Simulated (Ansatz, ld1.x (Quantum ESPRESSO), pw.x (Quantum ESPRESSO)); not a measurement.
# Equation-of-state test of one TM potential (Mn (Z = 25))

manganese, norm-conserving Troullier–Martins (Kleinman–Bylander form), made with ld1.x (Quantum ESPRESSO) 7.5 (PBEsol, scalar-relativistic). Core [Ne] 3s2, reference 3p6 3d5 4s2 4p0. Waves: 4s (bound): rc 2.80 bohr; 3p (bound): rc 1.35 bohr; 3d (bound): rc 1.65 bohr. Local part: all-electron potential smoothed inside 1.80 bohr (lloc = -2). Core correction: none.

Atomic tests: cutoffs needed: 90 Ry and 140 Ry (the cutoffs (Ry, on a coarse ladder) from which the occupation-weighted sum of valence levels, in a spherical-Bessel basis at the reference potential, stays within 10 and 1 mRy of its value at 400 Ry); ghost test: no extra level below or beside the all-electron valence levels (s, p, d, f tested) (spherical-Bessel basis up to 400 Ry, 20 bohr box); configuration tests: 1 of 7 tests not solved or not reliable.

Crystal test: diamond Mn in pw.x 7.5, no spin, 9³ k-points, Fermi–Dirac smearing 0.01 Ry, cutoffs 170/680 Ry. The reference is all-electron LAPW (Ansatz 0.2.0) with the same functional, mesh and smearing; V0 and B0 come from Birch–Murnaghan fits to the pressures at five volumes. Errors are pseudo minus all-electron; Δ is the rms difference of the E(V) curves that follow from these fits, minima aligned, over ±6 % about the mean V0. Mesh and smearing are coarse, so the numbers serve the comparison and aren't converged zero-temperature values; the lattice is a test structure that the element need not adopt. Spin polarisation and strong correlation are left out, which matters for this element.

| V (Å³/atom) | P all-electron (GPa) | P pseudo (GPa) |
| --- | --- | --- |
| 13.762 | 10.13 | 18.73 |
| 14.124 | 5.18 | 13.22 |
| 14.486 | 0.82 | 8.36 |
| 14.848 | -3.01 | 4.06 |
| 15.210 | -6.38 | 0.26 |

All-electron: a0 = 4.884 Å (V0 = 14.56 Å³/atom), B0 = 159.8 GPa.

Pseudopotential: mean pressure error (GPa): +7.58. The pressure does not cross zero within the volumes sampled, so no fit is given. The largest radius (2.80 bohr) exceeds half the bond length (1.99 bohr), so the spheres overlap, which is one possible source of error among others. This is a poor potential for the solid. Atomic configuration tests: 1 of 7 tests not solved or not reliable.

At the middle volume, how do free energy and pressure move when the wave cutoff is lowered (ecutrho kept at four times it)?

```json
{"cutoff (Ry)": "76", "shift of F (meV/atom)": "+470.9", "shift of P (GPa)": "-37.45"}
{"cutoff (Ry)": "102", "shift of F (meV/atom)": "+30.3", "shift of P (GPa)": "-0.81"}
{"cutoff (Ry)": "136", "shift of F (meV/atom)": "+9.5", "shift of P (GPa)": "-0.20"}
```

Input at the middle volume:

```
&control
  calculation='scf', prefix='x', pseudo_dir='./', outdir='./tmp', tstress=.true., disk_io='none'
/
&system
  ibrav=0, nat=2, ntyp=1, ecutwfc=170, ecutrho=680, nbnd=22,
  occupations='smearing', smearing='fd', degauss=0.01
/
&electrons
  conv_thr=1e-09, mixing_beta=0.4, electron_maxstep=70
/
ATOMIC_SPECIES
Mn 1.0 Mn.UPF
CELL_PARAMETERS angstrom
  0.00000000 2.43771442 2.43771442
  2.43771442 0.00000000 2.43771442
  2.43771442 2.43771442 0.00000000
ATOMIC_POSITIONS crystal
Mn 0.0000 0.0000 0.0000
Mn 0.2500 0.2500 0.2500
K_POINTS automatic
9 9 9 0 0 0
```

```bash
pw.x < Mn.scf.in > Mn.scf.out
```

Lines of the output:

```
Message from routine setup:
     using ibrav=0 with symmetry is DISCOURAGED, use correct ibrav instead
     lattice parameter (alat)  =       6.5147  a.u.
     unit-cell volume          =     195.5127 (a.u.)^3
     number of electrons       =        26.00
     number of Kohn-Sham states=           22
     kinetic-energy cutoff     =     170.0000  Ry
     charge density cutoff     =     680.0000  Ry
     scf convergence threshold =      1.0E-09
     Exchange-correlation= PBESOL
     number of k points=    35  Fermi-Dirac smearing, width (Ry)=  0.0100
     iteration #  1     ecut=   170.00 Ry     beta= 0.40
     total energy              =    -290.67846249 Ry
     estimated scf accuracy    <       0.07510250 Ry
     iteration #  2     ecut=   170.00 Ry     beta= 0.40
     total energy              =    -290.68513184 Ry
     estimated scf accuracy    <       0.01827795 Ry
     iteration #  3     ecut=   170.00 Ry     beta= 0.40
     total energy              =    -290.68494562 Ry
     estimated scf accuracy    <       0.00493087 Ry
     iteration #  4     ecut=   170.00 Ry     beta= 0.40
     total energy              =    -290.68523712 Ry
     estimated scf accuracy    <       0.00007065 Ry
     iteration #  5     ecut=   170.00 Ry     beta= 0.40
     total energy              =    -290.68523132 Ry
     estimated scf accuracy    <       0.00009950 Ry
     iteration #  6     ecut=   170.00 Ry     beta= 0.40
     total energy              =    -290.68524691 Ry
     estimated scf accuracy    <       0.00000003 Ry
     iteration #  7     ecut=   170.00 Ry     beta= 0.40
     total energy              =    -290.68524679 Ry
     estimated scf accuracy    <       0.00000047 Ry
     iteration #  8     ecut=   170.00 Ry     beta= 0.40
     the Fermi energy is    12.9822 ev
!    total energy              =    -290.68524687 Ry
     estimated scf accuracy    <          3.1E-10 Ry
     smearing contrib. (-TS)   =      -0.01031112 Ry
     The total energy is F=E-TS. E is the sum of the following terms:
     one-electron contribution =    -142.24400608 Ry
     hartree contribution      =      85.21201299 Ry
     xc contribution           =     -36.02075392 Ry
     ewald contribution        =    -197.62218875 Ry
     convergence has been achieved in   8 iterations
          total   stress  (Ry/bohr**3)                   (kbar)     P=       83.57
     Message from routine punch:
     Nothing written, as per user request (disk_io='none')
```

The 8 pw.x runs together took about 7.9 min on one core of a shared server CPU.
